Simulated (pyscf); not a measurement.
One four-centre exchange on the singlet surface with elements of a group swapped. ωB97M-D3(BJ)/def2-TZVP, eV, from the separated reactants. PySCF, gas phase, ωB97X-D3(BJ)/def2-SVP geometries.

```json
[
 {"step": "`[O]=[W](=[O])([OH])[F]` + `[FH]` → `[O]=[W](=[O])([F])[F]` + `[OH2]`", "barrier": "?", "reaction energy": "?", "imaginary mode (i cm⁻¹)": "530"},
 {"step": "`[O]=[Cr](=[O])([OH])[F]` + `[FH]` → `[O]=[Cr](=[O])([F])[F]` + `[OH2]`", "barrier": "0.45", "reaction energy": "-0.10", "imaginary mode (i cm⁻¹)": "584"}
]
```

What belongs in the gaps?


- `[O]=[W](=[O])([OH])[F]` + `[FH]` → `[O]=[W](=[O])([F])[F]` + `[OH2]`, barrier: -0.03
- `[O]=[W](=[O])([OH])[F]` + `[FH]` → `[O]=[W](=[O])([F])[F]` + `[OH2]`, reaction energy: -0.19

Row 1: On the reactant side the descent ends in a complex, 0.34 eV under the separated species and 0.25 eV under the saddle at ωB97X-D3(BJ)/def2-TZVP. On the product side the descent ends in an adduct with a O–W contact, 0.76 eV under the separated species and 0.84 eV under the saddle at ωB97X-D3(BJ)/def2-TZVP. Row 2: On the product side the descent ends in a complex, 0.20 eV under the separated species and 0.73 eV under the saddle at ωB97X-D3(BJ)/def2-TZVP. Each row is the saddle that its search found. Elements past Kr carry the def2 core potentials, without spin-orbit coupling.
